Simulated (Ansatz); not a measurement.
# H3OPS: energy of protonation at one site in Python

A script is to give the energy of protonation at one site; the system is H3OPS. SMILES: OPS.

Program: Ansatz 0.2.0, driven from Python. Level of theory: Hartree-Fock/6-31G*. These are calculated values, not measurements.

### Step 1. The structure

Bond lengths: O1–P2 1.579 Å, P2–S3 2.084 Å, O1–H4 0.921 Å, P2–H5 1.434 Å, S3–H6 1.379 Å. Angles: O1–P2–S3 93.7°, O1–P2–H5 98.3°, S3–P2–H5 98.9°, P2–O1–H4 110.0°, P2–S3–H6 97.1°.

The script holds or builds the structure itself.

### Step 2. Script

h3ops.py reads:

```python
"""Proton affinity of H3OPS at one site."""

import ansatz as az
import numpy as np

SETTINGS = {
    "basis_set": "6-31G*",
    "functional": "hf",
    "charge": 1,
    "fmax": 0.01,
}

GEOMETRY = """
O    -1.40000    0.34340   -0.52460
P    -0.04200    0.84200    0.10790
S     0.58470   -1.07980    0.61490
H    -1.68220   -0.42420   -0.10090
H     0.70380    1.00440   -1.10650
H     1.87770   -0.74990    0.96300
"""

h3ops = az.Crystal.molecule()
for line in GEOMETRY.strip().splitlines():
    symbol, *xyz = line.split()
    h3ops = h3ops.atom(symbol, [float(v) for v in xyz])

job = h3ops.calculation().basis(gaussian=SETTINGS["basis_set"]).functional(SETTINGS["functional"])
symbols = [site.symbol for site in h3ops.cartesian_sites]
start = np.array([site.position_ang for site in h3ops.cartesian_sites], dtype=float)
report = job.relax(force_tolerance=0.01, max_steps=100).run(threads=1).report
end = np.array(report["positions_ang"])

# put the proton on the side away from the neighbours, slightly off axis
away = sum((end[2] - end[j]) / np.linalg.norm(end[2] - end[j]) for j in [1, 5]) + np.array([0.15, 0.1, -0.2])
proton = end[2] + 1.4 * away / np.linalg.norm(away)
acid = az.Crystal.molecule()
for symbol, place in zip(symbols, end):
    acid = acid.atom(symbol, place.tolist())
acid = acid.atom("H", proton.tolist())
protonated = (
    acid.calculation()
    .basis(gaussian=SETTINGS["basis_set"])
    .functional(SETTINGS["functional"])
    .charge(SETTINGS["charge"])
    .relax(force_tolerance=SETTINGS["fmax"], max_steps=80)
)
after = protonated.run(threads=1).report
xyz = np.array(after["positions_ang"])
reach = np.linalg.norm(xyz[:-1] - xyz[-1], axis=1)
print(f"base {report['free_energy_ev']:.5f} eV, protonated {after['free_energy_ev']:.5f} eV")
print(f"the proton ends {reach.min():.3f} A from {symbols[reach.argmin()]}{reach.argmin()}")
print(f"electronic proton affinity {(report['free_energy_ev'] - after['free_energy_ev']):.3f} eV")
```

### Step 3. The calls as engine input

The engine receives this input (first run):

```yaml
crystal:
  periodic: [false, false, false]
  atoms:
    - { symbol: O, position_ang: [-1.4, 0.3434, -0.5246] }
    - { symbol: P, position_ang: [-0.042, 0.842, 0.1079] }
    - { symbol: S, position_ang: [0.5847, -1.0798, 0.6149] }
    - { symbol: H, position_ang: [-1.6822, -0.4242, -0.1009] }
    - { symbol: H, position_ang: [0.7038, 1.0044, -1.1065] }
    - { symbol: H, position_ang: [1.8777, -0.7499, 0.963] }
basis:
  gaussian:
    orbitals: "6-31G*"
hamiltonian:
  xc: hf
relax:
  f_tol: 0.01
  max_steps: 100
```

### Step 4. Launch

Started as:

```console
$ python h3ops.py
```

**Question.** What results will this script give? Wanted: electronic proton affinity; moves of the relaxation of run 1; energy gained in run 1; last largest force component of run 1; moves of the relaxation of run 2; energy gained in run 2; last largest force component of run 2.

**Answer**, as computed:

```
                             quantity        value
           electronic proton affinity     8.061 eV
                        runs compared            2
     moves of the relaxation of run 1           11
               energy gained in run 1     0.675 eV
last largest force component of run 1  0.0032 eV/Å
     moves of the relaxation of run 2           16
               energy gained in run 2     1.579 eV
last largest force component of run 2  0.0097 eV/Å
```

**Reading.** Run 1: After 11 moves the largest shift is 0.946 Å, of atom 3 (S). So large a move can change the bonding: the results belong to the relaxed structure. Run 2: After 16 moves the largest shift is 0.898 Å, of atom 6 (H). So large a move can change the bonding: the results belong to the relaxed structure. Notes:
- The proton is put on one chosen atom, which needn't be the most basic site, so the molecule's proton affinity can be higher; the ends are stationary points, not checked by frequencies, and zero-point and thermal terms count only where printed.
